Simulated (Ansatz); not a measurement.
## Which is lower?

The two ends of one reaction step of BN$_{2}$H$_{9}$, singlet (PBE0-D4/def2-TZVP).

A:

```csv
atom,x (Å),y (Å),z (Å)
B1,-2.0381,0.3090,-0.0032
H2,0.8873,-1.7958,-2.0484
H3,-1.6957,1.2060,-0.7240
H4,-3.1822,-0.0476,0.0454
H5,1.6387,1.6726,0.1778
N6,-1.0870,-0.3189,0.7776
H7,0.4349,-1.5121,-1.5253
N8,1.7903,0.6990,0.4136
H9,-0.1046,-0.0522,0.7774
H10,-1.3145,-1.0743,1.4020
H11,2.1569,0.2446,-0.4142
H12,2.5140,0.6697,1.1212
```

B:

```
12
angstrom
B -1.1960 -0.2506 -0.8059
H -0.4577 -1.0896 -1.2894
H -2.3686 -0.5273 -0.9439
H -0.9322 0.8732 -1.1934
H 0.1220 -0.0153 0.9097
N -0.8775 -0.2518 0.7854
H 1.4596 0.3831 -0.7184
N 1.8649 0.4424 0.2119
H -1.0570 -1.1600 1.1990
H -1.4432 0.4307 1.2777
H 2.2466 1.3742 0.3183
H 2.6392 -0.2090 0.2490
```

Ansatz 0.2.0; basis: def2-TZVPP; cores frozen in the correlated methods. B3LYP uses VWN-RPA correlation.

(1) Which structure is lower at CCSD(T), and by how much? (To be estimated.)

(2) Do the other methods give the same order? (A judgement: the text doesn't fix the answer.)

T1 diagnostic: at most 0.011.

Results:

(1) By the calculation: B, by 20.1 kJ/mol (electronic energy, against the other). By their contacts, A is a complex of BNH₄ ([BH2][NH2]) + NH₃ + H₂ and B is a complex of BNH₆ ([BH3][NH3]) + NH₃.

(2) The calculation gives: Not all: HF gives the other order.

```json
{"method": "SPW92", "E(B) − E(A) (kJ/mol)": "-61.1"}
{"method": "PBE-D4", "E(B) − E(A) (kJ/mol)": "-26.5"}
{"method": "BLYP-D4", "E(B) − E(A) (kJ/mol)": "-4.8"}
{"method": "r2SCAN-D4", "E(B) − E(A) (kJ/mol)": "-25.0"}
{"method": "B97M-V", "E(B) − E(A) (kJ/mol)": "-22.9"}
{"method": "PBE0-D4", "E(B) − E(A) (kJ/mol)": "-31.9"}
{"method": "B3LYP-D4", "E(B) − E(A) (kJ/mol)": "-11.7"}
{"method": "r2SCAN0-D4", "E(B) − E(A) (kJ/mol)": "-29.4"}
{"method": "BHLYP-D4", "E(B) − E(A) (kJ/mol)": "-16.0"}
{"method": "CAM-B3LYP-D4", "E(B) − E(A) (kJ/mol)": "-18.5"}
{"method": "wB97X-V", "E(B) − E(A) (kJ/mol)": "-22.8"}
{"method": "wB97M-V", "E(B) − E(A) (kJ/mol)": "-20.4"}
{"method": "B2PLYP", "E(B) − E(A) (kJ/mol)": "-12.1"}
{"method": "PBE-QIDH", "E(B) − E(A) (kJ/mol)": "-31.3"}
{"method": "RPA on PBE", "E(B) − E(A) (kJ/mol)": "-13.9"}
{"method": "HF", "E(B) − E(A) (kJ/mol)": "6.2"}
{"method": "MP2", "E(B) − E(A) (kJ/mol)": "-20.0"}
{"method": "CCSD", "E(B) − E(A) (kJ/mol)": "-18.9"}
{"method": "CCSD(T)", "E(B) − E(A) (kJ/mol)": "-20.1"}
```

Labels in which every atom is bracketed show which atoms are joined, not bond orders.

For scale, one of the runs: CCSD(T)/def2-TZVPP, 219 basis functions, launched by `ansatz run in.yaml --threads 4 --pin off --events-out ev --progress --plain --max-ram 9574MiB`. The run took 44 s on 4 CPU threads of an Arm Neoverse V1 (shared host), with 3.5 GiB of host memory at its peak.
